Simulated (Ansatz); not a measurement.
# BFH2: a dynamics run in two tries

The task is a short trajectory. SMILES of the start: BF.

All numbers below are computed with Ansatz 0.2.0 (RKS B3LYP/def2-SVP).

**1. The system as given**

Bond lengths: B1–H2 1.266 Å, B1–H3 1.312 Å, B1–F4 1.324 Å. Angles: H2–B1–H3 130.1°, H2–B1–F4 113.2°, H3–B1–F4 116.6°.

Coordinates:

```xyz
4

B     0.6851    1.1400    0.2422
H     0.0780    2.1038    0.7939
H     1.8391    0.5879    0.5357
F     0.0030    0.5933   -0.7516
```

**2. The run**

Input file input.yaml:

```yaml
crystal:
  periodic: [false, false, false]
  atoms:
    - { symbol: B, position_ang: [0.685142, 1.139965, 0.242183] }
    - { symbol: H, position_ang: [0.078027, 2.103842, 0.793883] }
    - { symbol: H, position_ang: [1.83907, 0.587851, 0.535674] }
    - { symbol: F, position_ang: [0.003, 0.593275, -0.751567] }
magnetization:
  spin_polarized: true
  initial_magnetization: 1
basis:
  gaussian: { orbitals: def2-SVP }
hamiltonian:
  xc: b3lyp
md:
  timestep: 1.0
  n_steps: 25
  ensemble: nvt_langevin
  temperature: 2000.0
  initial_velocities: maxwell_boltzmann
  seed: 203958
  friction: 0.02
```

Command:

```
$ ansatz run input.yaml --threads 1 --pin off --max-ram 2048MiB --backend cpu --events-out ev --progress --plain --runs-dir out
```

Before running it: what results should come out? Wanted: first try.

**Answer**, as computed:

| quantity | value |
| --- | --- |
| first try | refused |
| cause | the number of unpaired electrons doesn't fit the number of electrons: even goes with even, odd with odd |

**Reading.** The fault in the first input was caught at the input check and cost nothing.
